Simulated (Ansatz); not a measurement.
Born–Oppenheimer molecular dynamics of BFH$_{5}$N (8 atoms, charge 0, multiplicity 1). It starts at the highest image of a converged band. Of that band: Neighbouring images differ by up to 1.2 eV, so the band resolves the path poorly. A vibrational analysis at the climbing image gives one clearly imaginary mode, 1231i cm⁻¹: a first-order saddle point.

These are results of RKS PBE-D4/def2-SVP in Ansatz, not measurements.

```yaml
ensemble: NVE (velocity Verlet)
time_step: 0.5 fs
steps_asked: 200
starting_velocities_drawn_for: 100 K
seed: 10888
```

First frame:

```xyz
8
Properties=species:S:1:pos:R:3
B 0.041 0.356 0.077
H -0.235 -0.331 1.304
F 1.234 -0.129 -0.381
H -0.977 0.154 -0.570
N 0.086 1.783 0.723
H 1.016 2.108 1.007
H -0.466 2.537 0.303
H -0.248 0.685 1.469
```

Problem. How far do the bonds stretch over the last three quarters of this one trajectory? (Pairs bonded in most of those frames.)

Solution. 
```json
{"bond": "B1–H2", "mean (Å)": "1.229", "spread (Å)": "0.039", "shortest": "1.17", "longest": "1.29"}
{"bond": "B1–F3", "mean (Å)": "1.365", "spread (Å)": "0.034", "shortest": "1.32", "longest": "1.44"}
{"bond": "B1–H4", "mean (Å)": "1.230", "spread (Å)": "0.033", "shortest": "1.18", "longest": "1.29"}
{"bond": "N5–H6", "mean (Å)": "1.033", "spread (Å)": "0.014", "shortest": "1.00", "longest": "1.06"}
{"bond": "N5–H7", "mean (Å)": "1.034", "spread (Å)": "0.020", "shortest": "0.99", "longest": "1.07"}
{"bond": "N5–H8", "mean (Å)": "1.039", "spread (Å)": "0.041", "shortest": "0.97", "longest": "1.13"}
```

Mean temperature of the second half: 501 K. The conserved energy stayed within 0.23 meV per atom of its start (net change -0.0072 meV per atom), so the integration is sound. The kinetic energy rose, since the run started high on the potential surface and went downhill. It ends in pieces (BFH2 + H3N), so much of that is their flight and rotation, not heat. A run of 0.1 ps of so small a system gives no equilibrium averages. The orbitals stay closed-shell, which can raise the energy where a bond breaks towards radicals; this wasn't checked here.

Time of the run: 4.3 min on 1 thread of Arm Neoverse V1, with other jobs on the host, peak memory 0.1 GiB.
